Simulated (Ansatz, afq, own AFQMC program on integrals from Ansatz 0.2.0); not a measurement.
Integrals from Ansatz 0.2.0, then the random walk in our own AFQMC program (afq).

```yaml
crystal:
  periodic: [false, false, false]
  atoms:
    - {symbol: Ge, position_ang: [0.000000, 0.000000, 0.541431]}
    - {symbol: Al, position_ang: [0.000000, 0.000000, -1.564569]}
    - {symbol: H, position_ang: [0.000000, -1.261304, 1.431093]}
    - {symbol: H, position_ang: [0.000000, 1.261304, 1.431093]}
basis:
  gaussian: {orbitals: cc-pVDZ}
magnetization: {spin_polarized: true, initial_magnetization: 3}
correlation: {method: ccsd_t, electrons: outside_noble_gas, hamiltonian_folder: ham}
```

```sh
$ ansatz run in.yaml --threads 1 --pin off --events-out ev --progress --plain --max-ram 1382MiB
```

Options of the walk:

```
--method free --trial cisd --walkers 60 --time-step 0.03 --max-blocks 80 --target-error 0.00036 --factor-cut 1e-05 --seed 6797 --times 0,0.3,0.6,1.2,1.8,2.4,3.6,4.8,6 --taylor-order 8
```

Times are imaginary, in 1/Eh. The walk had a cap of 1002 s. Filled inner d shells are frozen with the cores.

Log:

```
orbitals 36  electrons 6 3  factors 288 of 594
reference energy -2318.31024547 Eh
CCSD correlation -0.14002897 Eh in 12 cycles, weight of the determinant in the CISD state 0.8924
repeat  energy at the last time / Eh  error
    10  -2318.456693  0.000867
    20  -2318.456112  0.000629
    30  -2318.456029  0.000469
    40  -2318.456400  0.000503
    50  -2318.456281  0.000530
    60  -2318.456260  0.000470
    70  -2318.456141  0.000434
    80  -2318.456089  0.000400
time / (1/Eh)  energy / Eh  error  mean overlap
  0.00  -2318.450282  0.000075  1.1205
  0.30  -2318.452638  0.000100  1.1112
  0.60  -2318.453905  0.000109  1.1045
  1.20  -2318.454820  0.000116  1.1226
  1.80  -2318.455331  0.000152  1.1184
  2.40  -2318.455611  0.000176  1.1151
  3.60  -2318.455520  0.000233  1.1474
  4.80  -2318.455602  0.000325  1.1866
  6.00  -2318.456089  0.000400  1.1850
energy -2318.456089 +/- 0.000400 Eh
```

The run passed its tests (error under three times the target), which doesn't prove that it has relaxed.

Against this walk (error 10.9 meV) on the same determinant: CCSD(T) 42.0 meV higher, CCSDT(Q) 5.5 meV higher (within the noise). The error is statistical, and a free projection of finite length keeps a remainder of its start.

Cautions: remainder of the start not in the error; error above the target (10.9 against 9.8 meV); no relativity below Rb; no spin-orbit coupling; inner d shell frozen; lower spins were not checked.

The walk took 2.8 min on 1 thread of Intel(R) Xeon(R) 6975P-C (Granite Rapids) (shared host). The log's last line is the free-projection energy.

CCSDT and higher add their correlation energy to the determinant of the CCSD(T) run, since their own runs factorise the integrals more tightly (a shift of under 2 meV). A walk keeps the symmetry of its determinant, which the program's search chose and which needn't be the lowest solution, so a lower state of the same spin and another symmetry isn't excluded.
